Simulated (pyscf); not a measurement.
HO–Ge(OH)(OH)–F (SMILES [OH][Ge]([OH])([OH])[F]) + H₂O (SMILES O) -> HO–Ge(OH)(OH)–OH (SMILES [OH][Ge]([OH])([OH])[OH]) + HF (SMILES F) (four-centre exchange; singlet surface; F–Ge, H–O broken, Ge–O, F–H formed). Single points on ωB97X-D3(BJ)/def2-SVP structures (PySCF, gas phase). Energies in kcal/mol from the separated reactants.

| level | barrier | reaction energy |
|---|---|---|
| ωB97X-D3(BJ)/def2-TZVP | 9.7 | +5.8 |
| r²SCAN/def2-TZVP | 6.6 | +6.6 |
| B3LYP-D3(BJ)/def2-TZVP | 9.7 | +6.3 |
| PBE0-D3(BJ)/def2-TZVP | 8.1 | +5.7 |
| ωB97M-D3(BJ)/def2-TZVP | 9.7 | +6.2 |
| HF/def2-TZVP | 26.5 | +7.4 |

On the reactant side the descent ends in an adduct with a Ge–O contact (not fully relaxed), 8.3 kcal/mol under the separated species and 18.0 kcal/mol under the saddle at ωB97X-D3(BJ)/def2-TZVP. On the product side the descent ends in a bound adduct, 9.7 kcal/mol under the separated species and 13.6 kcal/mol under the saddle at ωB97X-D3(BJ)/def2-TZVP. What is counted as formed (Ge–O) is already present as a longer contact in the reactant adduct; forming that adduct is a step of its own. One saddle was located; it need not be the lowest between these sides. Elements up to Kr have no core potential and no relativistic terms here.
